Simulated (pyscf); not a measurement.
9 silicon, germanium or tin steps of one kind (hydrogen abstraction, radical): barrier in kcal/mol, from the separated reactants or the lowest minimum found. Optimised with ωB97X-D3(BJ)/def2-SVP in PySCF. Functionals in def2-TZVP; the last column is ωB97M-D3(BJ)/def2-TZVP. Rows were drawn at random from the steps of this kind and element class whose saddle was verified and whose references are stable.

| step | PBE | PBE0-D3(BJ) | r²SCAN | ωB97M-D3(BJ) |
|---|---|---|---|---|
| `[NH2][SiH]([NH2])[Cl]` + `[H]` [doublet] → `[NH2][Si]([NH2])[Cl]` [doublet] + `[H][H]` | -0.8 | 1.5 | -1.3 | 4.9 |
| `[CH3][SnH3]` + `[CH3]` [doublet] → `[CH3][SnH2]` [doublet] + `[CH4]` | -1.0 | 0.7 | 1.6 | 3.3 |
| `[CH3]` [doublet] + `[SiH3][Cl]` → `[CH4]` + `[SiH2][Cl]` [doublet] | 1.2 | 3.7 | 5.0 | 7.5 |
| `[SiH3][SeH]` + `[H]` [doublet] -> `[SiH2][SeH]` [doublet] + `[H][H]` | -0.5 | 1.2 | -1.5 | 4.2 |
| `[SiH3][I]` + `[H]` [doublet] → `[SiH2][I]` [doublet] + `[H][H]` | -0.2 | 1.4 | -1.3 | 4.4 |
| `[F][GeH3]` + `[H]` [doublet] -> `[F][GeH2]` [doublet] + `[H][H]` | -0.6 | 1.0 | -1.9 | 3.5 |
| `[SiH3][AsH2]` + `[H]` [doublet] -> `[SiH2][AsH2]` [doublet] + `[H][H]` | -0.5 | 1.1 | -1.6 | 4.0 |
| `[SiH][SiH3]` [singlet] + `[H]` [doublet] -> `[SiH]=[SiH2]` [doublet] + `[H][H]` | -2.0 | -0.4 | -4.7 | 3.0 |
| `[NH][Si]([Cl])([Cl])[Cl]` [doublet] + `[NH3]` → `[NH2][Si]([Cl])([Cl])[Cl]` + `[NH2]` [doublet] | -3.9 | 0.1 | -1.5 | 4.7 |

Differences from the last column (kcal/mol): PBE: mean -5.3, median -4.7, mean size 5.3, lower in 9 of 9; PBE0-D3(BJ): mean -3.2, median -3.0, mean size 3.2, lower in 9 of 9; r²SCAN: mean -5.2, median -5.7, mean size 5.2, lower in 9 of 9. PBE is closest for row 6 (4.1 kcal/mol apart) and farthest for row 9 (8.6 kcal/mol). PBE, r²SCAN and M06-2X carry no added dispersion term. The last column is a level with limits of its own. Each barrier is that of the saddle found. Elements up to Kr have no core potential and no relativistic terms here. Elements past Kr carry the def2 core potentials, without spin-orbit coupling.
